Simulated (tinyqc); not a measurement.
Inside a calculation. Method: MP2 on RHF in the sto-6g basis, frozen core, for H2O, spin multiplicity 1. One step of it, computed by the program tinyqc.

Task: Iteration 7 (converged): orbitals. Diagonalise F' = X^T F X, C = X C', fill 5 alpha and 5 beta electrons from the bottom; D = 2 C_occ C_occ^T. Each column has its largest component positive (the first on a tie).

converged F (hartree), lower triangle:
```
             1O 1s      1O 2s     1O 2px     1O 2py     1O 2pz      2H 1s      3H 1s
1O 1s   -20.500496
1O 2s    -4.963836  -2.340710
1O 2px    0.000000   0.000000  -0.396378
1O 2py    0.000000   0.000000   0.000000  -0.323698
1O 2pz   -0.028837  -0.123784   0.000000   0.000000  -0.354292
2H 1s    -1.182165  -1.001946   0.000000  -0.395798  -0.362688  -0.570675
3H 1s    -1.182165  -1.001946   0.000000   0.395798  -0.362688  -0.383134  -0.570675
```

X:
```
                1          2          3         4          5          6         7
1O 1s   -0.293193   0.000000   0.761318  0.000000  -0.614822   0.000000  0.150570
1O 2s    1.182700   0.000000  -0.295685  0.000000  -0.295099   0.000000  0.422855
1O 2px   0.000000   0.000000   0.000000  1.000000   0.000000   0.000000  0.000000
1O 2py   0.000000   0.931533   0.000000  0.000000   0.000000   0.689769  0.000000
1O 2pz   0.540453   0.000000   0.642426  0.000000   0.650427   0.000000  0.192871
2H 1s   -0.746332  -0.867752  -0.151219  0.000000   0.122447   0.370234  0.375303
3H 1s   -0.746332   0.867752  -0.151219  0.000000   0.122447  -0.370234  0.375303
```

Give: F' = X^T F X; orbital energies; coefficients C; D after iteration 7.

Result:

F' = X^T F X (hartree), lower triangle:
```
         1       2        3        4        5        6        7
1   0.1790
2   0.0000  0.7164
3   1.6375  0.0000  -9.5169
4   0.0000  0.0000   0.0000  -0.3964
5  -1.1366  0.0000   9.0932   0.0000  -9.4770
6   0.0000  0.1133   0.0000   0.0000   0.0000  -0.6097
7   0.1321  0.0000  -3.8285   0.0000   3.9684   0.0000  -2.8274
```

orbital energies (hartree): MO1 -20.5037, MO2 -1.2721, MO3 -0.6193, MO4 -0.4565, MO5 -0.3964, MO6 0.5900, MO7 0.7260

coefficients C:
```
            MO1      MO2      MO3      MO4     MO5      MO6      MO7
1O 1s    0.9966  -0.2220   0.0000   0.0948  0.0000  -0.1210   0.0000
1O 2s    0.0159   0.8400   0.0000  -0.5290  0.0000   0.8754   0.0000
1O 2px   0.0000   0.0000   0.0000   0.0000  1.0000   0.0000   0.0000
1O 2py   0.0000   0.0000   0.6086   0.0000  0.0000   0.0000   0.9865
1O 2pz   0.0032   0.1270   0.0000   0.7792  0.0000   0.7361   0.0000
2H 1s   -0.0037   0.1541   0.4423   0.2797  0.0000  -0.7961  -0.8334
3H 1s   -0.0037   0.1541  -0.4423   0.2797  0.0000  -0.7961   0.8334
```

D after iteration 7, lower triangle:
```
          1O 1s    1O 2s  1O 2px   1O 2py  1O 2pz    2H 1s   3H 1s
1O 1s    2.1032
1O 2s   -0.4416   1.9715
1O 2px   0.0000   0.0000  2.0000
1O 2py   0.0000   0.0000  0.0000   0.7407
1O 2pz   0.0977  -0.6110  0.0000   0.0000  1.2465
2H 1s   -0.0228  -0.0370  0.0000   0.5383  0.4750   0.5952
3H 1s   -0.0228  -0.0370  0.0000  -0.5383  0.4750  -0.1872  0.5952
```
